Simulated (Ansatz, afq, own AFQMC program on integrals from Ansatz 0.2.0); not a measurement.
## Atomization energy of GaSiH$_{2}$, quartet

```yaml
atoms:
  - { symbol: Si, position_ang: [0.0000, 0.0000, 1.7384] }
  - { symbol: Ga, position_ang: [0.0000, 0.0000, -0.6618] }
  - { symbol: H, position_ang: [0.0000, -1.4132, -1.3308] }
  - { symbol: H, position_ang: [0.0000, 1.4132, -1.3308] }
```

Connectivity, by distances: Si–GaH2.

Atoms in their ground-state spins without spin–orbit coupling (mostly on UHF) minus the molecule (UHF), without zero-point energy. The geometry is a stationary point, not shown to be a minimum.

Basis cc-pVDZ. Only valence electrons are correlated. Integrals, coupled cluster, full CI and functionals: Ansatz 0.2.0; the random walks run on the same integrals in our own AFQMC program. The CISD trial takes its coefficients from CCSD amplitudes. Released means that phaseless walkers are propagated on without the constraint, phases kept. ± is one standard error of the sampling. No spin–orbit coupling. The errors of all members are added in quadrature.

No full CI on the walks' own integrals is used here; CCSDT(Q) serves as the reference and is uncertain by about the last step of the cluster series. Each member takes its own surest rung, up to full CI.

The best estimate is CCSD(T) at the basis-set limit (CBS: def2-TZVPP and def2-QZVPP, with their diffuse functions for anions and beside diffuse sets, MP2 extrapolated, CCSD(T) minus MP2 from TZVPP) plus the step from CCSD(T) to CCSDT(Q) in cc-pVDZ. Rows without CBS are in cc-pVDZ; B2PLYP and the wave-function rows carry a basis error of their own. Core correlation and relativity beyond core potentials are missing, and ± holds the sampling alone.

Cautions: inner d shell frozen; no relativity below Rb; no spin-orbit coupling; GaSiH₂ (quartet): lower spins were not checked.

```csv
level,atomization energy (kJ/mol)
MP2,588.3
HF,480.8
CCSD,587.8
```

Question: From these cheaper values, estimate the atomization energy at the level of the best estimate.

Answer: 655.4 kJ/mol (best estimate, highest rung CCSDT(Q)).

| level | atomization energy (kJ/mol) | error against the best estimate (kJ/mol) |
| --- | --- | --- |
| CCSD(T) | 594.8 | -60.6 |
| ph-AFQMC/CISD | 598.3 ± 0.6 | -57.1 ± 0.6 |
| released AFQMC | 597.6 ± 1.2 | -57.7 ± 1.2 |
| HF/CBS | 490.8 | -164.6 |
| MP2/CBS | 642.3 | -13.1 |
| CCSD(T)/CBS | 653.4 | -2.0 |
| surest rungs in cc-pVDZ | 596.8 | -58.6 |

Correlation beyond CCSD(T) adds 2.0 kJ/mol. Going to the basis-set limit adds 58.6 kJ/mol at CCSD(T). The perturbative (T) step is worth +7.0 kJ/mol.

Best estimates are given only where the step beyond CCSD(T) is under 0.3 eV and no member's determinant is very poor (T1 over 0.05, or 0.07 for open shells, ⟨S²⟩ too high by 0.3, two states mixed), so the hardest cases are missing from such tables.

Each member of a difference takes its own highest rung, so a best estimate needn't equal the limit plus the step of one row. A walk keeps the symmetry of its determinant, which the program's search chose and which needn't be the lowest solution, so a lower state of the same spin and another symmetry isn't excluded. Released energies are given only where the last usable release times agree within the noise; a slower fall can still hide under it.
